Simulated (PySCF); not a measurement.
A PySCF script (with the pyscf-properties extension) for the NMR shieldings of SMILES FC(Cl)(Cl)Cl, CCl3F, on a GFN2-xTB geometry:

```python
import basis_set_exchange as bse
import numpy as np
from pyscf import gto, dft
from pyscf.prop import nmr

atoms = """
F     0.060305   -0.141039    1.396058
C     0.004642   -0.006315    0.066724
Cl   -0.457934    1.660563   -0.312646
Cl    1.602752   -0.370613   -0.603874
Cl   -1.201142   -1.139743   -0.563447
"""
names = dict.fromkeys(["F", "C", "Cl"], "def2-QZVP")
basis = {el: gto.basis.parse(bse.get_basis(n, elements=[el], fmt="nwchem")) for el, n in names.items()}
mol = gto.M(atom=atoms, basis=basis, charge=0, verbose=0)
mf = dft.RKS(mol, xc="HSE06")
mf.grids.level = 2
mf.grids.alignment = dft.numint.BLKSIZE   # the property module wants whole blocks of grid points
mf.conv_tol = 1e-9
mf.kernel()

calc = nmr.RKS(mf)   # GIAO
C = mf.mo_coeff
Co = C[:, mf.mo_occ > 0]
resp = mf.gen_response(singlet=True, hermi=2)
def vind(x):   # induced exchange potential for any number of trial vectors
    d = np.einsum("pi,xij,qj->xpq", C, 2 * x.reshape(-1, C.shape[1], Co.shape[1]), Co, optimize=True)
    return np.einsum("xpq,pi,qj->xij", resp(d - d.transpose(0, 2, 1)), C, Co, optimize=True).ravel()
mo1, _ = nmr.rhf.solve_mo1(calc, with_cphf=vind)
sigma = calc.kernel(mo1)
for i, s in enumerate(sigma):   # ppm
    w = np.linalg.eigvalsh((s + s.T) / 2)
    print("%2d %-2s iso %8.1f  s11 %8.1f  s22 %8.1f  s33 %8.1f" % (i, mol.atom_pure_symbol(i), w.mean(), *w))
```

Problem. What are the results?

Solution. 
```
 0 F  iso    167.8  s11    141.9  s22    141.9  s33    219.5
 1 C  iso     35.9  s11     33.7  s22     33.7  s33     40.2
 2 Cl iso    384.1  s11     82.5  s22    119.5  s33    950.4
 3 Cl iso    384.0  s11     82.3  s22    119.2  s33    950.4
 4 Cl iso    384.1  s11     82.7  s22    119.4  s33    950.3
```

These numbers come from an equivalent density-fitted implementation of the same equations, which agrees with the script to about 0.01 ppm for H and up to a few tenths of a ppm for heavy atoms, so last digits may differ.

Size and cost of the density-fitted run: 324 basis functions, 62 s wall time on 1 thread of an Intel Xeon, shared host; peak memory 1.4 GiB.
